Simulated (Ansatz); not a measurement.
Reaction: C5H6 (ethynylcyclopropane, SMILES C#CC1CC1) → C2H (SMILES [C]#C, doublet) + C3H5 (SMILES C1C[CH]1, doublet) (the C-C bond breaks)
Each species at its own B3LYP-D3(BJ)/def2-TZVP minimum (Ansatz, a quantum-chemistry and plane-wave program).

Total energies in hartree (Ansatz). UHF or UKS for unpaired electrons; spin-orbit terms are left out. Cores are frozen in correlated methods. No relativity. The UHF reference of C2H ([C]#C, doublet) is spin-contaminated (<S^2> up to 0.36 over the pure value in the sets run).

```csv
species,HF/cc-pVTZ,CCSD(T)/cc-pVTZ,HF/cc-pVQZ,CCSD(T)/cc-pVQZ,CCSD(T)/cc-pVDZ,CCSDT(Q)/cc-pVDZ
"1: C5H6 (ethynylcyclopropane, SMILES C#CC1CC1)",-192.79939,-193.67320,-192.81153,-193.72855,-193.47669,-193.47942
"2: C2H (SMILES [C]#C, doublet)",-76.17745,-76.46716,-76.18236,-76.48720,-76.39801,-76.40053
"3: C3H5 (SMILES [CH]1CC1, doublet)",-116.45667,-116.98652,-116.46408,-117.02016,-116.86558,-116.86718
```

### Question
Work out the bond dissociation energy (electronic) in kcal/mol: take Hartree-Fock from cc-pVQZ, extrapolate the CCSD(T) correlation energy as X^-3 (X = 3, 4), and add CCSDT(Q) - CCSD(T) in cc-pVDZ. 1 hartree = 627.51 kcal/mol.

### Answer

Species 1: correlation (64·(-0.91702) - 27·(-0.87381))/37 = -0.94855; step -0.00273; E1 = -192.81153 + (-0.94855) + (-0.00273) = -193.76281
Species 2: correlation (64·(-0.30484) - 27·(-0.28971))/37 = -0.31588; step -0.00252; E2 = -76.18236 + (-0.31588) + (-0.00252) = -76.50076
Species 3: correlation (64·(-0.55608) - 27·(-0.52985))/37 = -0.57522; step -0.00160; E3 = -116.46408 + (-0.57522) + (-0.00160) = -117.04090
-1·E1 +1·E2 +1·E3 = 0.22115 hartree = 138.8 kcal/mol.
